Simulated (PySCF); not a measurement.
**OH, CCSD(T): how much the basis matters**

PySCF, UHF reference; doublet, unpaired electrons π ↑; De to H + O without counterpoise correction. Frozen cores follow the default of each basis and core potential.

```json
{"basis": "cc-pVDZ", "relativity": "no relativity", "functions": "19", "Re (Å)": "0.980", "ωe (cm⁻¹)": "3704", "De (eV)": "4.09", "frozen orbitals": "1"}
{"basis": "def2-TZVP", "relativity": "no relativity", "functions": "37", "Re (Å)": "0.976", "ωe (cm⁻¹)": "3700", "De (eV)": "4.36", "frozen orbitals": "1"}
{"basis": "pcseg-2", "relativity": "no relativity", "functions": "44", "Re (Å)": "0.970", "ωe (cm⁻¹)": "3746", "De (eV)": "4.50", "frozen orbitals": "1"}
{"basis": "x2c-TZVPPall", "relativity": "spin-free X2C", "functions": "45", "Re (Å)": "0.971", "ωe (cm⁻¹)": "3741", "De (eV)": "4.48", "frozen orbitals": "1"}
{"basis": "def2-TZVPPD", "relativity": "no relativity", "functions": "57", "Re (Å)": "0.972", "ωe (cm⁻¹)": "3731", "De (eV)": "4.52", "frozen orbitals": "1"}
```

(1) How does each smaller set differ from the one with most functions, def2-TZVPPD?

Correlated steps freeze 1 core orbital. Correlated levels converge slowly with the basis: in double zeta they bind strong bonds too weakly, by up to about 1 eV, and carry superposition errors of some tenths. The state was picked by a PBE0 search and need not be the measured ground state.

## Answers

(1) cc-pVDZ: +0.8 pm, -0.7 % in ωe, -0.43 eV in De; def2-TZVP: +0.4 pm, -0.8 % in ωe, -0.16 eV in De; pcseg-2: -0.2 pm, +0.4 % in ωe, -0.02 eV in De; x2c-TZVPPall: -0.1 pm, +0.3 % in ωe, -0.04 eV in De. All at CCSD(T); the set with most functions is neither the basis-set limit nor always the best. The rows treat relativity differently, so the differences are not basis effects alone.
